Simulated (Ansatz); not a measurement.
Stepwise reaction of trisilane with hydrogen chloride, as a gas-phase model of exchange steps in deposition or etching. ΔE in kJ/mol; ΔG adds harmonic PBE0-D4 terms to CCSD(T)/CBS, at 1 bar.

Gas-phase electronic energies from Ansatz, PBE0-D4/def2-TZVP geometries. CCSD(T)/CBS adds triple-zeta CCSD(T) − MP2 to the extrapolated MP2 energy (def2 sets, frozen cores). This one scheme is used for every species. Functionals use def2-TZVPP. B3LYP here is the variant with VWN-RPA as its local correlation; programs differ in this.

```
step                                      reaction  PBE-D4  B3LYP-D4  ωB97M-V  CCSD(T)/CBS  ΔG(500 K)
   2  `[SiH3][SiH2]Cl` + HCl → `Cl[SiH2]Cl` + SiH₄   -84.5     -97.3   -104.3        -98.5      -87.4
```

(1) Give the row of step 1, `[SiH3][SiH2][SiH3]` + HCl → `[SiH3][SiH2]Cl` + SiH₄. (Estimate.)

(2) By hand: ΔE of the 2 steps together at CCSD(T)/CBS.

## Answers

(1) Ansatz gave: 
| step | reaction | PBE-D4 | B3LYP-D4 | ωB97M-V | CCSD(T)/CBS | ΔG(500 K) |
| --- | --- | --- | --- | --- | --- | --- |
| 1 | `[SiH3][SiH2][SiH3]` + HCl → `[SiH3][SiH2]Cl` + SiH₄ | -67.8 | -83.4 | -88.1 | -82.7 | -77.9 |

(2) (-82.7) + (-98.5) = -181.2 kJ/mol, or -90.6 kJ/mol a step.

In ΔE each step is lower than the one before. All are downhill at CCSD(T)/CBS. ΔG lies between -87.4 and -77.9 kJ/mol a step. PBE-D4 differs from CCSD(T)/CBS by 14.0 to 14.9 kJ/mol a step. Isolated molecules leave out the surface, adducts and barriers. Largest T1 diagnostic: 0.013.
